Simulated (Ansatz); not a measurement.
C3H6F (`[CH2]C(C)F`) radical, charge 0, multiplicity 2.

Give a relaxed structure at PBE0-D4/def2-TZVP (the Gaussian-basis code of Ansatz). (An estimate is asked.)

The calculation gave: 
Z-matrix (Å, degrees):
```
C
C 1 1.512
F 1 1.396 2 108.8
C 1 1.476 2 114.0 3 122.0
H 1 1.103 2 109.2 3 -114.3
H 2 1.091 1 110.3 3 57.3
H 2 1.091 1 110.3 3 -63.2
H 2 1.092 1 110.0 3 177.0
H 4 1.082 1 119.6 2 -152.6
H 4 1.082 1 120.4 2 35.5
```
This is one stationary point; other conformers may exist.
